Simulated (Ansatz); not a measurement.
Species: NH$_{2}$, net charge 0, doublet state. SMILES: [NH2]
Coordinates optimised at B3LYP-D3(BJ)/def2-TZVP (Ansatz, a quantum-chemistry and plane-wave program):
```xyz
3

N      0.0046     0.0019     0.1418
H     -0.0276     0.7996    -0.5065
H     -0.0044    -0.8126    -0.4860
```
Charge 0, spin multiplicity 2.

Parts of the frozen-core correlation energy in cc-pVDZ (Ansatz, hartree). Frozen orbitals: 1; correlated occupied orbitals by spin: 4 and 3; virtual: 19 and 20. Open shells are spin-unrestricted. Spin-orbit coupling is left out. Non-relativistic.

| term | value |
|---|---|
| reference (HF) | -55.56699 |
| MP2 opposite-spin | [?] |
| MP2 same-spin | -0.03190 |
| CCSD correlation | [?] |
| (T) | [?] |
| CCSDT minus CCSD(T) | -0.00034 |
| CCSDT(Q) minus CCSD(T) | -0.00056 |
| T1 diagnostic | 0.007 |
| largest doubles amplitude | 0.043 |
| <S^2> of the reference | 0.758 |

### Question
Fill in the missing entries.

### Answer

- MP2 opposite-spin, value: -0.11175
- CCSD correlation, value: -0.16310
- (T), value: -0.00263
